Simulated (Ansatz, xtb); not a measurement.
**CH7Si2−: which of two isomers lies lower**

Structure I: `C[SiH2][SiH2-]`, a singlet. Structure II: `C[SiH-][SiH3]`, a singlet. Both are isolated ions in the gas phase, relaxed with PBE0-D3(BJ)/def2-SVPD; the shapes shown needn't be the lowest conformers.

I (Å):

```yaml
atoms:
  - { symbol: C, position_ang: [0.7936, 1.3212, -0.0006] }
  - { symbol: Si, position_ang: [0.0351, -0.4245, -0.2538] }
  - { symbol: Si, position_ang: [-2.2063, -0.8122, 0.3767] }
  - { symbol: H, position_ang: [1.8442, 1.3877, -0.3311] }
  - { symbol: H, position_ang: [0.3062, -0.7246, -1.7194] }
  - { symbol: H, position_ang: [-1.9847, -0.1193, 1.7424] }
  - { symbol: H, position_ang: [0.2049, 2.0671, -0.5574] }
  - { symbol: H, position_ang: [-2.6726, 0.4795, -0.3364] }
  - { symbol: H, position_ang: [1.0223, -1.3488, 0.4408] }
  - { symbol: H, position_ang: [0.7448, 1.5972, 1.0644] }
```

II (Å):

```xyz
10

C    -1.1554   -0.8677   -1.1944
Si    0.5773    1.5131    0.2133
Si    0.4999    0.0875   -1.6833
H     1.9098    2.2114    0.4037
H     1.5009   -0.8938   -1.0287
H    -0.3955    2.6782    0.1601
H    -1.1911   -1.2363   -0.1550
H     0.2969    0.9500    1.6024
H    -2.0306   -0.2129   -1.3463
H    -1.2923   -1.7359   -1.8620
```

Estimate which is lower in electronic energy at CCSD(T)/def2-SVPD + ΔMP2/def2-TZVPPD, and by roughly how much.

The CCSD(T)/def2-SVPD + ΔMP2/def2-TZVPPD calculation puts structure I lower, by 4.8 kcal/mol.

The same difference at several levels:

```json
{"level": "GFN2-xTB", "geometry": "GFN2-xTB", "E(II) − E(I) (kcal/mol)": "−6.0", "departure from the last row (kcal/mol)": "−10.8", "job, with rough time for the two": "optimisation, 0.39 s"}
{"level": "HF/STO-3G", "geometry": "GFN2-xTB", "E(II) − E(I) (kcal/mol)": "−0.4", "departure from the last row (kcal/mol)": "−5.2", "job, with rough time for the two": "single point, 0.34 s"}
{"level": "r2SCAN-D4/def2-SVPD", "geometry": "GFN2-xTB", "E(II) − E(I) (kcal/mol)": "+4.7", "departure from the last row (kcal/mol)": "−0.2", "job, with rough time for the two": "single point, 3.5 s"}
{"level": "PBE0-D3(BJ)/def2-SVPD", "geometry": "PBE0-D3(BJ)/def2-SVPD", "E(II) − E(I) (kcal/mol)": "+4.9", "departure from the last row (kcal/mol)": "0.0", "job, with rough time for the two": "optimisation, 56 s"}
{"level": "HF/def2-SVPD", "geometry": "PBE0-D3(BJ)/def2-SVPD", "E(II) − E(I) (kcal/mol)": "+4.8", "departure from the last row (kcal/mol)": "0.0", "job, with rough time for the two": "part of the CCSD(T) run"}
{"level": "MP2/def2-SVPD", "geometry": "PBE0-D3(BJ)/def2-SVPD", "E(II) − E(I) (kcal/mol)": "+4.4", "departure from the last row (kcal/mol)": "−0.4", "job, with rough time for the two": "part of the CCSD(T) run"}
{"level": "CCSD(T)/def2-SVPD", "geometry": "PBE0-D3(BJ)/def2-SVPD", "E(II) − E(I) (kcal/mol)": "+4.3", "departure from the last row (kcal/mol)": "−0.5", "job, with rough time for the two": "single point"}
{"level": "CCSD(T)/def2-SVPD + ΔMP2/def2-TZVPPD", "geometry": "PBE0-D3(BJ)/def2-SVPD", "E(II) − E(I) (kcal/mol)": "+4.8", "departure from the last row (kcal/mol)": "", "job, with rough time for the two": "single point, 29 s"}
```

As drawn, both hold the same kinds of bond in the same numbers.

GFN2-xTB puts the two in the other order. HF/STO-3G finds them nearly level. The largest departure from CCSD(T)/def2-SVPD + ΔMP2/def2-TZVPPD is that of GFN2-xTB, 10.8 kcal/mol. The last row adds to CCSD(T) the change of the MP2 difference between the two basis sets, here +0.5 kcal/mol.

With harmonic frequencies from PBE0-D3(BJ)/def2-SVPD (ideal gas, rigid rotor, one conformer each, 298.15 K, 1 atm): the zero-point term adds +0.1 kcal/mol; ΔH is +4.9 and ΔG +4.8 kcal/mol.

The correlated steps freeze 11 core orbitals. Mirror images aren't counted in ΔG. Programs: Ansatz 0.2.0, xtb 6.7.1; the last row on 2 threads of Intel(R) Xeon(R) Processor @ 2.70GHz on a shared host.
